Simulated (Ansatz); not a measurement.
1T (CdI2-type) SnSe2 was calculated with r²SCAN-D4 (Ansatz, a first-principles code, PAW).

Run with plane-wave cutoff 560 eV, 12×12×6 k mesh (along the axes of the cell as run), Fermi–Dirac smearing 0.01 eV, scalar-relativistic PAW data made under PBE.

Computed at the level's own relaxed cell.

Task: Give the computed volume per atom, Γ–Γ gap, equilibrium lattice constant a and lattice parameter c.

Result: 
volume per atom: 26.60 Å³/atom
Γ–Γ gap: 1.60 eV
equilibrium lattice constant a: 3.829 Å
lattice parameter c: 6.286 Å

Measured, for comparison: lattice parameter c 6.14 Å (temperature not stated, no zero-point or thermal correction; as tabulated in Gonzalez and Oleynik (2016), arXiv:1609.04381). Computed (rounded) less measured: lattice parameter c +2.4 %.

Note: the bulk modulus comes from volumes at which shape and atoms were relaxed.

Spin–orbit coupling is not included.
